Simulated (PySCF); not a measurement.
Stepwise substitution at one centre (Al Cl-CH3). All species are isolated molecules in the gas phase. Strings in code marks are SMILES.

All values below come from PySCF 2.14.0 with ωB97X-D3(BJ)/def2-TZVP // B3LYP-D3(BJ)/def2-TZVP. All candidates: neutral, multiplicity 1. Delta-SCF ions had no search for a lower state. Excitations are Tamm–Dancoff values on a coarser integration grid. The basis has no diffuse functions, so Rydberg states are missing or too high.

```json
{
 "T1 excitation (TDA)": "6.60 eV",
 "vertical ionisation energy (Delta-SCF)": "11.33 eV",
 "S1 excitation (TDA)": "6.94 eV"
}
```

Problem. Identify which member has these values.
(A) `[CH3][Al]([CH3])[Cl]`
(B) `[Cl][Al]([Cl])[Cl]`
(C) `[CH3][Al]([CH3])[CH3]`
(D) `[CH3][Al]([Cl])[Cl]`

Solution. D, `[CH3][Al]([Cl])[Cl]`. The others give `[CH3][Al]([CH3])[CH3]`: 5.74 eV, 9.88 eV, 5.99 eV; `[CH3][Al]([CH3])[Cl]`: 5.85 eV, 10.28 eV, 6.11 eV; `[Cl][Al]([Cl])[Cl]`: 6.97 eV, 12.07 eV, 7.29 eV
